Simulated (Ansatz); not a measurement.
Frontier orbitals of `C1=CC=CCC=C1`.

```xyz
15

C     0.231   -1.583    0.291
C    -0.107   -1.285   -0.990
C    -0.685   -0.048   -1.434
C    -0.441    1.155   -0.888
C     0.624    1.337    0.145
C     0.158    0.629    1.377
C     0.069   -0.710    1.420
H     0.517   -2.609    0.503
H    -0.068   -2.095   -1.714
H    -1.389   -0.110   -2.259
H    -1.015    2.018   -1.210
H     0.814    2.392    0.340
H     1.557    0.878   -0.208
H    -0.099    1.214    2.255
H    -0.166   -1.184    2.370
```

The species carries charge 0 and has multiplicity 1. Geometry: relaxed with PBE0-D4/def2-TZVP. Basis def2-TZVPP, the Gaussian-basis code of Ansatz.

A caution on the coupled-cluster cation, which keeps the state that its UHF reference found: spin contamination of the cation.

| functional | HOMO (eV) | LUMO (eV) |
| --- | --- | --- |
| LDA (SPW92) | -5.67 | -2.09 |

**Question.** Give HOMO and LUMO (eV) with PBE, revPBE, BLYP, r2SCAN, B97M-V, PBE0, B3LYP, r2SCANh, r2SCAN0, HSE06 (plane-wave form), BHLYP, CAM-B3LYP, LC-ωPBE, ωB97X-V, ωB97M-V, HF. (An estimate is asked.)

**Answer.** Ansatz gave: 
```csv
functional,HOMO,LUMO
PBE,-5.47,-1.86
revPBE,-5.39,-1.77
BLYP,-5.30,-1.70
r2SCAN,-5.60,-1.71
B97M-V,-5.59,-1.63
PBE0,-6.41,-0.95
B3LYP,-6.21,-1.14
r2SCANh,-5.96,-1.38
r2SCAN0,-6.51,-0.88
HSE06 (plane-wave form),-6.02,-1.33
BHLYP,-7.18,0.11
CAM-B3LYP,-7.60,0.14
LC-ωPBE,-8.88,1.19
ωB97X-V,-8.54,1.16
ωB97M-V,-8.48,1.07
HF,-8.29,2.72
```

B3LYP here is the variant with VWN-RPA as its local correlation; programs differ in this. LC-ωPBE has ω = 0.4 bohr⁻¹. Positive LUMOs are unbound and depend on the basis.
